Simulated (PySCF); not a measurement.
# C2H2FN (fluoroacetonitrile), step by step

Aim: a structure relaxation (HF/pcSseg-1), then the harmonic vibrations, then a single-point energy (DF-CCSD(T)/6-31G), then quasiparticle energies (G0W0/jun-cc-pV(D+d)Z) of C2H2FN (fluoroacetonitrile). 

The calculation is run with PySCF 2.14.0.

### Step 1. Starting point

C2H2FN: 6 atoms, total charge 0, spin state singlet. As SMILES, `N#CCF`. All atoms were displaced at random from a relaxed shape. The run starts from this shape.

Bond lengths: N1–C2 1.062 Å, C2–C3 1.531 Å, C3–F4 1.498 Å, C3–H5 1.217 Å, C3–H6 1.057 Å. Angles: N1–C2–C3 168.9°, C2–C3–F4 116.6°, C2–C3–H5 109.6°, C2–C3–H6 109.8°, F4–C3–H5 111.7°, F4–C3–H6 103.9°, H5–C3–H6 104.3°.

### Step 2. A geometry optimisation at HF/pcSseg-1 (run 1)

File calc.py:

```python
from pyscf import gto
from pyscf.geomopt.geometric_solver import kernel as optimise

mol = gto.M(
    atom=[
    ('N', (-1.495532, -1.449777, 0.301896)),
    ('C', (-0.821888, -0.634770, 0.201896)),
    ('C', (0.322935, 0.342336, -0.076288)),
    ('F', (1.398314, -0.132035, -1.005176)),
    ('H', (0.782748, 0.744430, 0.976594)),
    ('H', (-0.053630, 1.211326, -0.545266)),
],
    basis='pcsseg-1',
    max_memory=1860,
    verbose=3,
)

mf = mol.RHF()
converged, mol_eq = optimise(mf, maxsteps=100)
print('converged:', converged)
print(mol_eq.tostring())

mf.reset(mol_eq)
mol = mol_eq
mf.kernel()
e_tot = mf.e_tot
print('E(%s) = %.9f' % ('HF', e_tot))
```

Command:

```bash
$ OMP_NUM_THREADS=1 python calc.py
```

Standard output:

```text
maxiter                   100
----------------------------------------------------------
Custom engine selected.
Bonds will be generated from interatomic distances less than 1.20 times sum of covalent radii
18 internal coordinates being used (instead of 18 Cartesians)
Internal coordinate system (atoms numbered from 1):
Distance 1-2
Distance 2-3
Distance 3-4
Distance 3-5
Distance 3-6
Angle 2-3-4
Angle 2-3-5
Angle 2-3-6
Angle 4-3-5
Angle 4-3-6
Angle 5-3-6
LinearAngleX 1-2-3
LinearAngleY 1-2-3
Translation-X 1-6
Translation-Y 1-6
Translation-Z 1-6
Rotation-A 1-6
Rotation-B 1-6
Rotation-C 1-6
> ===== Optimization Info: ====
> Job type: Energy minimization
> Maximum number of optimization cycles: 100
> Initial / maximum trust radius (Angstrom): 0.100 / 0.300
> Convergence Criteria:
> Will converge when all 5 criteria are reached:
>  |Delta-E| < 1.00e-06
>  RMS-Grad  < 3.00e-04
>  Max-Grad  < 4.50e-04
>  RMS-Disp  < 1.20e-03
>  Max-Disp  < 1.80e-03
> === End Optimization Info ===

Geometry optimization cycle 1
Cartesian coordinates (Angstrom)
[... 8 lines left out ...]
WARN: Mole.unit (angstrom) is changed to Bohr
[... 1 line left out ...]
converged SCF energy = -230.680601943407
[... 10 lines left out ...]
Step    0 : Gradient = 1.630e-01/2.875e-01 (rms/max) Energy = -230.6806019434
[... 11 lines left out ...]
converged SCF energy = -230.727990253882
[... 22 lines left out ...]
converged SCF energy = -230.730023908235
[... 22 lines left out ...]
converged SCF energy = -230.730434069246
[... 22 lines left out ...]
converged SCF energy = -230.730568716434
[... 22 lines left out ...]
converged SCF energy = -230.730597504137
[... 22 lines left out ...]
converged SCF energy = -230.730598636673
[... 22 lines left out ...]
converged SCF energy = -230.730598709946
[... 12 lines left out ...]
Converged! =D
[... 1 line left out ...]
converged: True
N          -1.51075686       -1.40720192        0.33161273
C          -0.69557022       -0.64893863        0.14361475
C           0.34509272        0.37161723       -0.07537027
F           1.31944353       -0.12120256       -0.87203966
H           0.77362128        0.65206591        0.87693498
H          -0.09888345        1.23516998       -0.55109654
converged SCF energy = -230.730598709983
E(HF) = -230.730598710
```

Run time: 23 s. Hardware: 1 thread of Arm Neoverse V1, shared host; peak memory 0.17 GiB.

Steps, from the record of the run:

| step | energy from the first frame kept (eV) | largest force (eV/Å) |
| --- | --- | --- |
| 0 | 0.0000 | 14.7860 |
| 1 | -1.2895 | 1.7623 |
| 2 | -1.3448 | 0.5154 |
| 3 | -1.3560 | 0.2531 |
| 4 | -1.3597 | 0.1598 |
| 5 | -1.3604 | 0.0488 |
| 6 | -1.3605 | 0.0085 |
| 7 | -1.3605 | 0.0013 |

After the run. Bond lengths: N1–C2 1.129 Å, C2–C3 1.474 Å, C3–F4 1.352 Å, C3–H5 1.081 Å, C3–H6 1.081 Å. Angles: N1–C2–C3 178.2°, C2–C3–F4 110.1°, C2–C3–H5 109.2°, C2–C3–H6 109.2°, F4–C3–H5 109.1°, F4–C3–H6 109.1°, H5–C3–H6 110.1°.

### Step 3. Vibrational wavenumbers at HF/pcSseg-1 (run 2)

File input.py:

```python
from pyscf import gto, symm
from pyscf.hessian import thermo

mol = gto.Mole()
mol.atom = [
    ('N', (-1.517143, -1.010175, 0.514105)),
    ('C', (-0.701956, -0.251912, 0.326107)),
    ('C', (0.338707, 0.768644, 0.107122)),
    ('F', (1.313058, 0.275824, -0.689548)),
    ('H', (0.767150, 1.049150, 1.059288)),
    ('H', (-0.105354, 1.632254, -0.368744)),
]
mol.verbose = 3
mol.max_memory = 1860
mol.basis = 'pcsseg-1'
mol.build()

hf = mol.RHF()
hf.kernel()

etot = hf.e_tot
print('E(%s) = %.9f' % ('HF', etot))
hess = hf.Hessian().kernel()
modes = thermo.harmonic_analysis(mol, hess)
thermo.dump_normal_mode(mol, modes)
symm.geom.TOLERANCE = 1e-3  # for the symmetry number
th = thermo.thermo(hf, modes['freq_au'], 500, 101325)
thermo.dump_thermo(mol, th)
```

Command:

```bash
$ OMP_NUM_THREADS=1 python input.py
```

Standard output:

```text
converged SCF energy = -230.730598682561
[... 67 lines left out ...]
Gibbs free energy [Eh] -230.73699
```

Wall time 25 s (1 thread of Arm Neoverse V1, shared host); peak memory 0.17 GiB.

### Step 4. The energy at DF-CCSD(T)/6-31G (density fitting with aug-cc-pvtz-jkfit) (run 3)

File calc.py:

```python
from pyscf import gto, scf, cc

system = gto.M(
    atom=[
    ('N', (-1.510757, -1.407202, 0.331613)),
    ('C', (-0.695570, -0.648939, 0.143615)),
    ('C', (0.345093, 0.371617, -0.075370)),
    ('F', (1.319444, -0.121203, -0.872040)),
    ('H', (0.773621, 0.652066, 0.876935)),
    ('H', (-0.098883, 1.235170, -0.551097)),
],
    basis='6-31g',
    verbose=4,
    max_memory=1860,
    charge=0,
)

hf = scf.RHF(system)
hf = hf.density_fit(auxbasis='aug-cc-pvtz-jkfit')
hf.kernel()

mycc = cc.CCSD(hf, frozen=4).density_fit()
mycc.kernel()
e_t = mycc.ccsd_t()
e_final = mycc.e_tot + e_t
print('Final energy', e_final)
```

Command:

```bash
$ OMP_NUM_THREADS=1 python calc.py
```

Standard output:

```text
PySCF version 2.14.0

[... 61 lines left out ...]
converged SCF energy = -230.668205293876
[... 14 lines left out ...]
Init t2, MP2 energy = -231.073850678024  E_corr(MP2) -0.40564538414877
[... 12 lines left out ...]
RCCSD converged
[... 2 lines left out ...]
Final energy -231.09607276566177
```

Wall time 2.8 s (1 thread of Arm Neoverse V1, shared host); peak memory 0.13 GiB.

### Step 5. Quasiparticle energies at G0W0/jun-cc-pV(D+d)Z (run 4)

File input.xyz:

```xyz
6

N     -1.510757    -1.407202     0.331613
C     -0.695570    -0.648939     0.143615
C      0.345093     0.371617    -0.075370
F      1.319444    -0.121203    -0.872040
H      0.773621     0.652066     0.876935
H     -0.098883     1.235170    -0.551097
```

File run.py:

```python
from pyscf import gto, gw

mol = gto.Mole()
mol.atom = 'input.xyz'
mol.verbose = 4
mol.basis = 'jun-cc-pv(d+d)z'
mol.max_memory = 1860
mol.build()

myscf = mol.RHF()
myscf.kernel()

e_final = myscf.e_tot
print('E(%s) = %.9f' % ('G0W0', e_final))

nocc = mol.nelec[0]
orbs = list(range(max(0, nocc - 2), min(mol.nao, nocc + 2)))
mygw = gw.GW(myscf, freq_int='cd')
mygw.kernel()
print('orbital   mean field (eV)   quasiparticle (eV)')
for p in orbs:
    print('%4d %12.4f %12.4f' % (p + 1, myscf.mo_energy[p] * 27.211386, mygw.mo_energy[p] * 27.211386))
```

Command:

```bash
$ OMP_NUM_THREADS=1 python run.py
```

Standard output:

```text
PySCF version 2.14.0

[... 60 lines left out ...]
converged SCF energy = -230.787249829982
[... 20 lines left out ...]
WARN: Even tempered Gaussians are generated as DF auxbasis for  C N F H

******** <class 'pyscf.gw.gw_cd.GWCD'> ********
method = GWCD
GW nocc = 15, nvir = 67
frozen orbitals = None
off-diagonal self-energy = False
GW density matrix = False
density-fitting for exchange = False
outcore for self-energy= False
broadening parameter = 1.000e-03
number of grids = 100
analytic continuation method = pade
imaginary frequency cutoff = 5.0
Pade points = 18
Pade step ratio = 0.667
use perturbative linearized QP eqn = False
QPE max iter = 100
QPE tolerance = 1.0e-06

Computing Wmn on imaginary axis (100 points)
   0    1    2    3    4    5    6    7    8    9   10   11
  12   13   14   15   16   17   18   19   20   21   22   23
  24   25   26   27   28   29   30   31   32   33   34   35
  36   37   38   39   40   41   42   43   44   45   46   47
  48   49   50   51   52   53   54   55   56   57   58   59
  60   61   62   63   64   65   66   67   68   69   70   71
  72   73   74   75   76   77   78   79   80   81   82   83
  84   85   86   87   88   89   90   91   92   93   94   95
  96   97   98   99
```

It took 16 min on 1 thread of Arm Neoverse V1, shared host.

The run was cut off at its time limit.

### Step 6. Results

```
                                                                  quantity                value
                               run 1, HF/pcSseg-1: total energy at the end        -230.73060 Eh
                                         run 1, HF/pcSseg-1: dipole moment               3.54 D
                                           run 1, HF/pcSseg-1: HOMO energy            -13.39 eV
                                           run 1, HF/pcSseg-1: LUMO energy              3.65 eV
                                         run 1, HF/pcSseg-1: HOMO–LUMO gap             17.04 eV
                            run 2, HF/pcSseg-1: lowest harmonic wavenumber             255 cm⁻¹
                           run 2, HF/pcSseg-1: highest harmonic wavenumber            3323 cm⁻¹
                                     run 2, HF/pcSseg-1: zero-point energy         109.9 kJ/mol
run 2, HF/pcSseg-1: ideal-gas entropy at 500 K (symmetry number 1 as used)     72.8 cal/(mol K)
                                     run 3, DF-CCSD(T)/6-31G: total energy        -231.09607 Eh
             run 3, DF-CCSD(T)/6-31G: dipole moment (Hartree–Fock density)               3.52 D
              run 3, DF-CCSD(T)/6-31G: HOMO energy (Hartree–Fock orbitals)            -13.44 eV
              run 3, DF-CCSD(T)/6-31G: LUMO energy (Hartree–Fock orbitals)              4.24 eV
            run 3, DF-CCSD(T)/6-31G: HOMO–LUMO gap (Hartree–Fock orbitals)             17.68 eV
      run 3, DF-CCSD(T)/6-31G: correlation energy (4 core orbitals frozen)           -427.9 mEh
                                   run 3, DF-CCSD(T)/6-31G: (T) correction           -10.63 mEh
                                    run 3, DF-CCSD(T)/6-31G: T1 diagnostic                0.011
                                               run 4, G0W0/jun-cc-pV(D+d)Z  no result (timeout)
```

The optimisation (run 1, HF/pcSseg-1) took 7 steps and changed the energy by -1.360 eV. Mulliken charges (run 1, HF/pcSseg-1) run from -0.38 on F4 to +0.36 on C3; they depend strongly on the basis. All 12 modes (run 2, HF/pcSseg-1) are real, so the shape is a minimum at this level. Mulliken charges (run 3, DF-CCSD(T)/6-31G) of the mean-field density run from -0.42 on F4 to +0.22 on H5; they depend strongly on the basis. The triples (run 3, DF-CCSD(T)/6-31G) make up 2.5 % of the correlation energy. 1 of the 4 runs did not end normally.
